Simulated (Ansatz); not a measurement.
# How the elastic constant C33 of rhombohedral A7 As moves with the method

No measured value is used here.

```json
[
 {"level (code)": "LDA (Ansatz)", "value (GPa)": "64.0", "cell (Å³/atom)": "20.38"},
 {"level (code)": "PBE (Ansatz)", "value (GPa)": "?", "cell (Å³/atom)": "22.79"},
 {"level (code)": "PBEsol (Ansatz)", "value (GPa)": "56.1", "cell (Å³/atom)": "20.87"}
]
```

Q: Some entries are withheld; supply them.

A: 
- PBE (Ansatz, a quantum-chemistry and plane-wave program), value (GPa): 24.5

LDA: LDA has no dispersion term either, though it tends to give short spacings of layers, chains or molecules. PBE, PBEsol: the cell comes from a level without a dispersion term, which matters for the spacing of layers, chains or molecules. Each level is taken at its own relaxed cell. Ansatz's density-functional and Hartree–Fock values are scalar-relativistic unless marked +SOC, with PAW data made under PBE.
